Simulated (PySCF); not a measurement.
# SiF₂, singlet: structure and spectrum

These are results of PySCF, PBE, basis Si def2-TZVP, F def2-TZVP (no relativity, density fitting), not measurements.

The structure is a minimum.

```xyz
3
charge 0 multiplicity 1, angstrom
Si    0.0000    0.0000   -0.5935
F     1.2542    0.0000    0.4377
F    -1.2542    0.0000    0.4377
```

```
Point group                                                                   : C2v
Bond lengths                                                                  : Si–F 1.624 Å (×2)
Bond angles                                                                   : F–Si–F 101.1°
Enthalpy at 298.15 K above 0 K                                                : 11.36 kJ/mol
Heat capacity Cp at 298.15 K                                                  : 45.4 J/(mol K)
Atomisation energy without zero-point energy                                  : 1258 kJ/mol
Principal polarisabilities                                                    : 25.9, 26.9, 29.0 bohr³
Rotational symmetry number                                                    : 2
Lowest empty level                                                            : -3.05 eV
Zero-point energy                                                             : 11.6 kJ/mol
Highest occupied level                                                        : -7.16 eV
Dipole moment                                                                 : 1.11 D
Entropy at 298.15 K and 1 bar                                                 : 258.0 J/(mol K)
Principal quadrupole moments (Buckingham, traceless) about the centre of mass : -3.15, -0.77, 3.92 D Å
Rotational constants                                                          : 0.9838, 0.282, 0.2192 cm⁻¹
```

Harmonic modes (masses in u: Si 27.977, F 18.998):
```tsv
symmetry	ω (cm⁻¹)	IR (km/mol)	μ (u)	type
a1	314	14.1	20.31	bend
a1	806	114	21.60	stretch
b2	825	158	22.19	stretch
```

In C2v the vibrations span 2a1 + b2. Here b1 is antisymmetric to the molecular plane and b2 lies in it.

Charges (e):
| atom | Mulliken | Löwdin | polar tensor | Mayer order to Si1 |
| --- | --- | --- | --- | --- |
| Si1 | 0.49 | 0.02 | 1.03 | – |
| F2,3 | -0.24 | -0.01 | -0.52 | 1.14 |

Mulliken populations on Si1: s 5.89, p 7.15, d 0.38, f 0.09.

Counting electrons, silicon keeps 2 of its valence electrons outside its bonds, so the VSEPR class is AX2E1 and the expected shape is bent (C2v), as computed.

The final relaxation and frequency run took 14 s on 2 threads of a shared Arm Neoverse V1 host, with 99 basis functions and 10 gradients; the process peaked at 0.83 GiB. Launch command: `OMP_NUM_THREADS=2 python axn.py task.json out`.
